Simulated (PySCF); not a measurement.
Compound: C4H3N.
InChI=1S/C4H3N/c1-2-4-3-5-4/h1H,3H2

Computed, not measured: PBE0/def2-SVPD in PySCF (dipole) on a GFN2-xTB geometry, gas phase.

Take the most abundant isotopes and a rigid rotor. 

(1) What are A, B and C (GHz)?

(2) What kind of rotor is it?

(3) What does the inertial defect say?

(4) List the rotational levels J(Ka,Kc) to J = 3 (cm⁻¹).

(5) Predict some low-J microwave lines.

(6) Estimate the classical rotational partition function at 10 K, 200 K and 500 K.

## Answers

(1) Ia = 18.79, Ib = 150.91, Ic = 166.31 u·Å²; 505379 MHz·u·Å²/I gives 26897, 3349 and 3039 MHz, that is A = 26.897, B = 3.3489, C = 3.0388 GHz.

(2) A near-prolate asymmetric top: κ = (2 × 3349 − 26897 − 3039)/(26897 − 3039) = -0.97.

(3) Not planar: Δ = Ic − Ia − Ib = -3.39 u·Å². For a rigid frame Δ = −2 Σ m c², so Σ m c² = 1.69 u·Å² lies off the ab plane, practically all of it from hydrogen. The atom farthest from that plane is 0.92 Å away.

(4) Above 0(0,0):
J = 1: 1(0,1) 0.2131, 1(1,1) 0.9985, 1(1,0) 1.0089
J = 2: 2(0,2) 0.6391, 2(1,2) 1.4143, 2(1,1) 1.4454, 2(2,1) 3.8018, 2(2,0) 3.8019
J = 3: 3(0,3) 1.2779, 3(1,3) 2.0380, 3(1,2) 2.1000, 3(2,2) 4.4410, 3(2,1) 4.4415, 3(3,1) 8.3943, 3(3,0) 8.3943
Those of J = 1 are B + C, A + C and A + B.

(5) The dipole components are |μa| = 1.90 D, |μb| = 1.75 D, |μc| = 0.00 D; the mirror of this Cs structure is the ab plane, so μc vanishes by symmetry and there are no c-type lines. The squared components, which scale the intensities, stand as 1.00 : 0.84 (a : b). Some lines, for components of 0.1 D or more:

| type | branch | J(Ka,Kc) | MHz | lower level (cm⁻¹) |
| --- | --- | --- | --- | --- |
| a | Q | 1(1,0) ← 1(1,1) | 310 | 0.999 |
| a | R | 1(0,1) ← 0(0,0) | 6388 | 0.000 |
| a | R | 3(1,3) ← 2(1,2) | 18696 | 1.414 |
| a | R | 3(1,2) ← 2(1,1) | 19626 | 1.445 |
| b | Q | 2(1,1) ← 2(0,2) | 24171 | 0.639 |
| a | R | 4(1,4) ← 3(1,3) | 24924 | 2.038 |
| a | R | 4(3,1) ← 3(3,0) | 25557 | 8.394 |
| b | Q | 4(2,2) ← 4(1,3) | 69610 | 2.973 |
| b | Q | 4(2,3) ← 4(1,4) | 72665 | 2.869 |
| b | R | 2(2,0) ← 1(1,1) | 84043 | 0.999 |
| b | R | 4(2,2) ← 3(1,3) | 97635 | 2.038 |
| b | Q | 3(3,0) ← 3(2,1) | 118502 | 4.442 |
| b | Q | 4(3,2) ← 4(2,3) | 118526 | 5.293 |
| b | R | 3(3,1) ← 2(2,0) | 137677 | 3.802 |
| b | R | 3(3,0) ← 2(2,1) | 137680 | 3.802 |
| b | R | 4(3,1) ← 3(2,2) | 144074 | 4.441 |
| b | Q | 4(4,1) ← 4(3,2) | 165916 | 9.247 |

(6) Point group Cs, symmetry number σ = 1; q = (√π/σ)·√((kT/h)³/(ABC)), k/h = 20836.6 MHz/K: 322 at 10 K, 28800 at 200 K, 114000 at 500 K.

No GFN2-xTB frequencies stand behind this structure, so it isn't proved a minimum. Zero-point vibration and centrifugal distortion are left out. Quadrupole hyperfine structure (14N) is left out.
